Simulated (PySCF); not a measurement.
**H₂S: bending curve**

Computed with wB97X in PySCF with S def2-TZVP, H def2-TZVP; no relativity; density-fitted integrals.

Rigid scan from the singlet minimum (S–H 1.337 Å (×2); H–S–H 92.7°). Coordinate: the H–S–H angle, bonds fixed. Energies in kJ/mol from the minimum.

| bond angle (°) | E (kJ/mol) | dipole size (D) |
| --- | --- | --- |
| 80 | 11.7 | 1.18 |
| 90 | 0.5 | 1.18 |
| 100 | 3.7 | 1.19 |
| 110 | 20.3 | 1.21 |
| 120 | 49.4 | 1.21 |
| 130 | 89.2 | 1.20 |
| 140 | 137.4 | 1.16 |
| 150 | 190.3 | 1.07 |
| 160 | 241.6 | 0.87 |
| 170 | 281.0 | 0.51 |
| 180 | 296.2 | 0.00 |

With the bonds held, the linear shape lies 296.2 kJ/mol from the minimum.
